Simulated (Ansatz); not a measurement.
C$_{4}$H$_{6}$F$_{2}$ (`C/C(F)=C/CF`). The species carries charge 0 and has multiplicity 1.

```xyz
12

C     0.7079   -1.8075   -0.2959
C     0.2010   -0.4248   -0.4321
F     0.1244   -0.0422   -1.7207
C    -0.1529    0.4163    0.5294
C    -0.6549    1.7927    0.3028
F    -1.9397    1.9236    0.8195
H     0.7547   -2.0983    0.7523
H     0.0534   -2.5019   -0.8298
H     1.7055   -1.8925   -0.7353
H    -0.0746    0.0686    1.5526
H    -0.6928    2.0346   -0.7605
H    -0.0321    2.5313    0.8176
```

List the harmonic frequencies (cm⁻¹, unscaled) at PBE0-D4/def2-TZVP in Ansatz. (Best estimate.)

The calculation gave: 66, 147, 205, 239, 368, 456, 568, 589, 820, 885, 988, 1035, 1046, 1063, 1140, 1219, 1281, 1333, 1411, 1416, 1461, 1477, 1502, 1788, 3055, 3057, 3116, 3127, 3165, 3211.

Is this a minimum?

Yes, all 30 modes are real.

Give the ideal-gas thermochemistry at 298.15 K and 1 bar (rigid rotor, harmonic oscillator; point group C1, symmetry number 1).

Zero-point energy 246.6 kJ/mol; H(298) − E = 266.5 kJ/mol; entropy 339.3 J/(mol·K), of which translation 165.3, rotation 112.9, vibration 61.1; G(298) − E = 165.4 kJ/mol. Modes under 100 cm⁻¹ are hindered rotations or soft bends, so the harmonic entropy is rough.

Rotational constants (cm⁻¹)?

0.2641, 0.06228, 0.05451.
